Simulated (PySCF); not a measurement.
Compound: C₃H₂FPS.
Bonds: F1–C2, C2–C3 (aromatic), C3–S4 (aromatic), S4–C5 (aromatic), C5–P6 (aromatic), C2–P6 (aromatic). Hydrogens: H7 on C3; H8 on C5.

Method: PySCF 2.14.0, PBE0-D3(BJ)/def2-SVP geometry optimisation, gas phase; density fitting, grid level 1; the optimiser is geomeTRIC in internal coordinates, started from a GFN2-xTB structure with every atom displaced at random (about 0.01 Å).

Step 0: E = -25959.4711 eV
```
atom  x, y, z in Å  |  force x, y, z in eV/Å
F1      2.2547   -0.2799    0.9320   -1.549   0.249  -0.657
C2      0.9704   -0.1709    0.4508    1.622  -0.245   0.663
C3      0.6267    0.7948   -0.4492    1.679   0.219   0.400
S4     -0.9539    0.8041   -0.9431   -1.644  -0.529  -0.121
C5     -1.4396   -0.5559    0.0063    1.194   0.957  -0.329
P6     -0.2774   -1.3044    0.9940    0.116  -0.279   0.220
H7      1.3249    1.5408   -0.8310    0.014   0.010  -0.032
H8     -2.4515   -0.8483   -0.0544   -1.432  -0.381  -0.143
```

Step 1: E = -25959.4548 eV
```
atom  x, y, z in Å  |  force x, y, z in eV/Å
F1      2.1726   -0.1490    1.0288    0.600  -0.598  -0.167
C2      1.0209   -0.2416    0.3814   -0.454   0.805   0.425
C3      0.6837    0.7534   -0.4911   -0.507  -0.020  -0.130
S4     -0.9791    0.7985   -0.9213    0.318  -0.007  -0.131
C5     -1.4381   -0.5464    0.0109   -0.230  -0.158   0.008
P6     -0.2462   -1.3877    0.9058   -0.034  -0.027   0.123
H7      1.3491    1.5474   -0.8244    0.064   0.067  -0.015
H8     -2.5087   -0.7942    0.0153    0.244  -0.064  -0.113
```

Step 2: E = -25959.5393 eV
```
atom  x, y, z in Å  |  force x, y, z in eV/Å
F1      2.2124   -0.2417    1.0156    0.056   0.033  -0.532
C2      1.0253   -0.1980    0.4137   -0.623   0.069   0.392
C3      0.6610    0.7756   -0.4763    0.374   0.144   0.098
S4     -0.9874    0.7970   -0.9373    0.254  -0.078   0.030
C5     -1.4403   -0.5418    0.0099   -0.055  -0.154   0.032
P6     -0.2477   -1.3436    0.9391   -0.075   0.001   0.069
H7      1.3277    1.5569   -0.8429    0.008   0.034  -0.034
H8     -2.4968   -0.8240   -0.0164    0.062  -0.050  -0.056
```

**Question.** Estimate the geometry and energy of step 3. (The exact step hangs on the optimiser's Hessian estimate; all steps are aligned on step 2, rigid shifts and turns removed.)

**Answer.** E = -25959.5864 eV, largest force 0.297 eV/Å
```
atom  x, y, z in Å  |  force x, y, z in eV/Å
F1      2.2274   -0.2539    0.9250    0.016  -0.142   0.020
C2      0.9888   -0.1816    0.4437    0.220   0.101   0.168
C3      0.6695    0.8002   -0.4497   -0.258  -0.139   0.049
S4     -0.9687    0.7868   -0.9302   -0.189   0.047  -0.127
C5     -1.4467   -0.5512    0.0151    0.127   0.135  -0.093
P6     -0.2782   -1.3235    0.9934    0.174   0.054  -0.014
H7      1.3540    1.5590   -0.8360   -0.043  -0.068   0.023
H8     -2.4920   -0.8556   -0.0559   -0.048   0.011  -0.025
```

The energy changes by -0.0471 eV. The first-order estimate −F·Δx gives -0.1115 eV and the mean of the old and new forces, exact on a quadratic surface, -0.0464 eV. The step makes an angle of 43° with the force vector and moves no atom by more than 0.093 Å.

What follows is the cost of the whole optimisation. Time: 23 s; peak memory 0.42 GiB. Hardware: one thread of an Arm Neoverse V2, no GPU, shared host.
